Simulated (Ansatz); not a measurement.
The input, for Ansatz 0.2.0:

```yaml
crystal:
  periodic: [false, false, false]
  atoms:
    - {symbol: B, position_ang: [0.000000, 0.000000, 0.207806]}
    - {symbol: Be, position_ang: [0.000000, 0.000000, -1.605007]}
    - {symbol: H, position_ang: [0.000000, 0.000000, 1.397201]}
basis:
  gaussian: {orbitals: "6-31G*", fitting: {mean_field: def2-universal-jkfit}}
magnetization: {spin_polarized: false, initial_magnetization: 4}
hamiltonian: {pseudopotentials: {relativity: scalar}}
correlation: {method: sc_nevpt2, electrons: outside_noble_gas, active_space: {window: {electrons: 4, orbitals: 5}, states: [{multiplicity: 5, weights: [0.5, 1, 0.5, 1]}]}}
```

```sh
$ ansatz run in.yaml --threads 1 --pin off --events-out ev --progress --plain --max-ram 2393MiB
```

The program prints:

```
144 factors; integrals over basis functions are off by at most 4.2e-1 eV
mean field evaluation 1: about -1077.7852 eV, gradient 9.2e0 eV
mean field evaluation 2: about -1079.1715 eV, gradient 4.5e0 eV
mean field evaluation 4: about -1079.7955 eV, gradient 1.1e0 eV
mean field evaluation 8: about -1079.8126 eV, gradient 1.7e-6 eV
mean field -1079.81259598 eV, -39.6823809789 hartree, gradient 1.7e-6 eV, S^2 6.000000; 0 other end points of the search recorded, 0 dependent functions left out
reference -1079.81259598 eV, -39.6823809789 hartree; 7, 3 occupied and 25, 29 virtual orbitals, 144 factors
state -1079.63680686 eV, -39.6759208481 hartree
state -1075.92605949 eV, -39.5395533974 hartree
state -1075.29226138 eV, -39.5162617463 hartree
state -1074.75778331 eV, -39.4966200395 hartree
state -1079.63680686 eV, -39.6759208481 hartree; corrected -1081.27235892 eV, -39.7360262777 hartree
state -1075.92605949 eV, -39.5395533974 hartree; corrected -1077.15932752 eV, -39.5848751617 hartree
state -1075.29226138 eV, -39.5162617463 hartree; corrected -1077.10163763 eV, -39.5827550970 hartree
state -1074.75778331 eV, -39.4966200395 hartree; corrected -1076.44273025 eV, -39.5585406976 hartree
Total energy: -1077.59635202 eV, -39.6009355155 hartree
Relativity: scalar
```

Natural occupations, averaged over the states: 1.0000 0.8333 0.8333 0.6667 0.6667.

The total printed last is the weighted mean of the 4 states, 3.676 eV above the lowest of them, and is no single state's energy.

Ran on 1 thread of Intel Xeon, shared host: 0.3 s wall, 0.17 GiB peak host memory.
